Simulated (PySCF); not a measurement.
# Reproducing measurements on SO2

**What was measured.**

NIST CCCBDB Release 22 (SRD 101), experimental polarizabilities lists, for the gas: mean polarisability 3.882 Å³.

NIST CCCBDB lists, for the gas: vertical first ionisation energy 12.5 eV.

From Besley, J. Chem. Theory Comput. 2021, 17, 3644 (DFT calculations of core-electron binding energies at the K-edge of heavier elements), for the gas: S 1s binding energy of S2 2483.9 eV.

Zheng, Zhang, Jin, Southworth, Cheng, Phys. Chem. Chem. Phys. 2022, 24, 13587 lists, for the gas: S 1s binding energy of S2 2483.7 eV.

The results are set against them at the end.

Compound: SO2.
SMILES with atom numbers: `[O:1]=[S:2]=[O:3]`

Structure used (PBE0-D3(BJ)/def2-SVP), in Å, numbered top down from 1:
```xyz
3
SO2 angstrom
O     -1.1740    0.4733   -0.0061
S     -0.1100   -0.5173   -0.0071
O      1.2677   -0.0532   -0.0067
```

Runs made with PySCF (gas phase, on this PBE0-D3(BJ)/def2-SVP geometry; non-relativistic but for the core-level run):

```tsv
level	job	basis functions
B3LYP/def2-SVPD	10 singlets by full TDDFT, 4 Tamm–Dancoff triplets, polarisability, ΔSCF ions	73
BHandHLYP/def2-SVPD	10 singlets by full TDDFT, 4 Tamm–Dancoff triplets, polarisability, ΔSCF ions	73
CAM-B3LYP/def2-SVPD	10 singlets by full TDDFT, 4 Tamm–Dancoff triplets, polarisability, ΔSCF ions	73
PBE0/aug-cc-pVDZ	10 singlets by full TDDFT, 4 Tamm–Dancoff triplets, polarisability	73
PBE0/aug-cc-pVTZ	10 singlets by full TDDFT, 4 Tamm–Dancoff triplets, polarisability	142
PBE0/def2-SVP	10 singlets by full TDDFT, 4 Tamm–Dancoff triplets, polarisability	46
PBE0/def2-TZVP	10 singlets by full TDDFT, 4 Tamm–Dancoff triplets, polarisability	99
wB97X-D/def2-SVPD	10 singlets by full TDDFT, 4 Tamm–Dancoff triplets, polarisability, ΔSCF ions	73
LC-wPBE/def2-SVPD	10 singlets by full TDDFT, 4 Tamm–Dancoff triplets, polarisability, ΔSCF ions	73
PBE0/def2-SVPD	10 singlets by full TDDFT, 4 Tamm–Dancoff triplets, polarisability, ΔSCF ions	73
delta-SCF UKS SCAN, pcX-2 on the ionised atom, pcseg-1 elsewhere, spin-free X2C	ΔSCF core ionisation, 3 holes	88
```

**Comparison with experiment**

**Mean polarisability.** Measured: 3.882 Å³ (NIST CCCBDB Release 22 (SRD 101), experimental polarizabilities).

| level | computed (Å³) | computed − measured (Å³) | % (from the printed values) |
| --- | --- | --- | --- |
| B3LYP/def2-SVPD | 3.814 | -0.068 | -2 |
| BHandHLYP/def2-SVPD | 3.675 | -0.207 | -5 |
| CAM-B3LYP/def2-SVPD | 3.781 | -0.101 | -3 |
| PBE0/aug-cc-pVDZ | 3.729 | -0.153 | -4 |
| PBE0/aug-cc-pVTZ | 3.795 | -0.087 | -2 |
| PBE0/def2-SVP | 2.676 | -1.206 | -31 |
| PBE0/def2-TZVP | 3.225 | -0.657 | -17 |
| wB97X-D/def2-SVPD | 3.769 | -0.113 | -3 |

8 of the 13 levels run are shown, the closest and the furthest among them. Closest is B3LYP/def2-SVPD (-0.068 Å³), furthest PBE0/def2-SVP (-1.206 Å³); one molecule doesn't rank methods. All 13 levels lie below the measurement. The computed values are static and purely electronic, with core orbitals frozen in the response (1 au = 0.148185 Å³). The table of measured values doesn't say here whether a value is static or optical, or holds a vibrational part.

**Vertical first ionisation energy.** Measured: 12.5 eV (NIST CCCBDB).

```tsv
level	computed (eV)	computed − measured (eV)
ΔSCF B3LYP/def2-SVPD	12.53	+0.03
ΔSCF BHandHLYP/def2-SVPD	12.71	+0.21
ΔSCF CAM-B3LYP/def2-SVPD	12.69	+0.19
ΔSCF LC-wPBE/def2-SVPD	12.77	+0.27
ΔSCF PBE0/def2-SVPD	12.51	+0.01
ΔSCF wB97X-D/def2-SVPD	12.64	+0.14
−ε(HOMO) B3LYP/def2-SVPD	9.49	-3.01
−ε(HOMO) BHandHLYP/def2-SVPD	11.27	-1.23
−ε(HOMO) CAM-B3LYP/def2-SVPD	11.21	-1.29
−ε(HOMO) LC-wPBE/def2-SVPD	12.52	+0.02
```

Closest is ΔSCF PBE0/def2-SVPD (+0.01 eV), furthest ΔSCF LC-wPBE/def2-SVPD (+0.27 eV); one molecule doesn't rank methods. All 6 levels lie above the measurement. The computed energies are vertical. Orbital energies are listed beside them and aren't ranked.

**Core binding energies.** Delta-SCF UKS SCAN, pcX-2 on the ionised atom, pcseg-1 elsewhere, spin-free X2C (PySCF).

| level and atom | computed (eV) | measured (eV) | computed − measured (eV) |
| --- | --- | --- | --- |
| S 1s, S2 | 2483.39 | 2483.9 and 2483.7 | -0.51 |

Sources, in the order of the opening: Besley, J. Chem. Theory Comput. 2021, 17, 3644 (DFT calculations of core-electron binding energies at the K-edge of heavier elements); Zheng, Zhang, Jin, Southworth, Cheng, Phys. Chem. Chem. Phys. 2022, 24, 13587. The computed values are vertical, without vibrational structure; measured positions hang on the energy calibration. 

The geometry is computed, not the measured one. Where a level misses, the cause wasn't examined.
